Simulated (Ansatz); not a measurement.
Pulling the pair apart

The pair of HF (SMILES F, atoms 1–2) and CH$_{2}$O (SMILES C=O, atoms 3–6), both closed shells, in one local arrangement (a lower one may exist), relaxed at PBE0-D4/def2-TZVP:

```xyz
6
angstrom
F 0.0960 0.5665 -2.1432
H 0.3170 -0.0154 -1.4369
C -0.1105 -0.1294 0.9037
O 0.4745 -0.7649 0.0671
H -0.1248 -0.4555 1.9574
H -0.6522 0.7987 0.6518
```

CH$_{2}$O is shifted rigidly along the line between the mean atom positions of the two fragments (negative: closer). Counterpoise interaction energies in kcal/mol. Computed with Ansatz 0.2.0 (basis: def2-TZVPPD); correlated methods freeze the cores. B3LYP uses VWN-RPA correlation.

| shift (Å) | r2SCAN-D4 | B3LYP-D4 | HF |
| --- | --- | --- | --- |
| -0.17 | -8.48 | -7.77 | -5.75 |
| -0.08 | -9.09 | -8.57 | -6.77 |
| 0.00 | -9.25 | -8.87 | -7.28 |
| 0.08 | -9.09 | -8.83 | -7.46 |
| 0.20 | -8.56 | -8.42 | -7.32 |
| 0.42 | -7.16 | -7.15 | -6.48 |
| 0.84 | -4.63 | -4.68 | -4.56 |
| 1.69 | -1.96 | -1.99 | -2.18 |

**Question.** What does CCSD(T) give at these shifts? (To be estimated.)

**Answer.** The calculation gives: -6.50, -7.40, -7.81, -7.87, -7.59, -6.54, -4.39, -1.95 kcal/mol. For zero shift, CCSD(T) at an estimated basis limit (MP2 extrapolated from triple and quadruple zeta, plus CCSD(T) − MP2 in triple zeta) gives -8.44 kcal/mol. These are counterpoise interaction energies, counted from the two frozen fragments.

The T1 diagnostic stays at or below 0.015.

For scale, one of the runs: CCSD(T)/def2-TZVPPD, 168 basis functions, launched by `ansatz run in.yaml --threads 2 --pin off --events-out ev --progress --plain --max-ram 5222MiB`. The run took 22 s on 2 CPU threads of an Arm Neoverse V2 (shared host), with 1.5 GiB of host memory at its peak.
